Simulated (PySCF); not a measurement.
## NaCl and its ions

LDA; basis Na def2-SVPD, Cl def2-SVPD; no relativity; PySCF 2.14. Neutral (UKS): singlet (closed shell), Re = 2.351 Å, ωe = 367 cm⁻¹, De = 4.57 eV, HOMO -5.40 eV, LUMO -2.09 eV.

NaCl⁻ (UKS): doublet (σ ↑), Re = 2.486 Å, ωe = 273 cm⁻¹, De = 1.33 eV to Na + Cl⁻. The energies at the minima are -620.03581 hartree for NaCl and -620.06388 for NaCl⁻.

(1) Work out the adiabatic electron affinity, without and with harmonic zero-point energies (1 hartree = 27.2114 eV, 1 eV = 8065.5 cm⁻¹), and the change of the bond length.

For an ion De counts to the pair picked by the measured ionisation energies or electron affinities, which need not be the lowest pair at this level. The highest Kohn–Sham level is positive in this anion. Much of that is self-interaction error, but it also means that the finite basis helps to hold the extra electron. States were picked by a PBE0 search and need not be the measured ground states.

Results:

(1) At LDA: 0.02807 hartree = 0.764 eV between the minima; the zero-point term (367.0 − 273.0)/2 cm⁻¹ = +0.006 eV makes it 0.770 eV. Re changes by +13.5 pm against the neutral. The electron enters a σ orbital; in so polar a molecule the change of length follows mostly from the change of the ionic charges.
